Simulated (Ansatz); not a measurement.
Born–Oppenheimer molecular dynamics of ClH4NSi (7 atoms, charge 0, multiplicity 1). It starts from a relaxed structure.

Method: RKS B3LYP/def2-SVP in Ansatz.

```yaml
ensemble: NVT, Langevin thermostat
time_step: 1 fs
steps_asked: 250
set_temperature: 700 K
friction: 0.005 /fs
seed: 568990
```

First frame:

```xyz
7
Properties=species:S:1:pos:R:3
Si 0.002 -0.016 0.058
N 0.072 -0.142 1.771
H -0.776 -0.311 2.305
H 0.713 0.445 2.298
H 1.393 0.006 -0.458
Cl -0.926 1.722 -0.671
H -0.791 -1.156 -0.464
```

Task: How far do the bonds stretch over the last three quarters of this one trajectory? (Pairs bonded in most of those frames.)

Result: 
```json
{"bond": "Si1–N2", "mean (Å)": "1.723", "spread (Å)": "0.029", "shortest": "1.67", "longest": "1.78"}
{"bond": "Si1–H5", "mean (Å)": "1.491", "spread (Å)": "0.034", "shortest": "1.40", "longest": "1.59"}
{"bond": "Si1–Cl6", "mean (Å)": "2.136", "spread (Å)": "0.098", "shortest": "1.98", "longest": "2.33"}
{"bond": "Si1–H7", "mean (Å)": "1.493", "spread (Å)": "0.029", "shortest": "1.44", "longest": "1.56"}
{"bond": "N2–H3", "mean (Å)": "1.018", "spread (Å)": "0.018", "shortest": "0.98", "longest": "1.06"}
{"bond": "N2–H4", "mean (Å)": "1.019", "spread (Å)": "0.013", "shortest": "0.98", "longest": "1.07"}
```

Mean temperature of the second half: 430 K. The mean temperature of the second half is 39 % below the set value. A run of 0.25 ps of so small a system gives no equilibrium averages.

Time of the run: 8.5 min on 1 thread of Arm Neoverse V1 (shared host), peak memory 0.12 GiB.
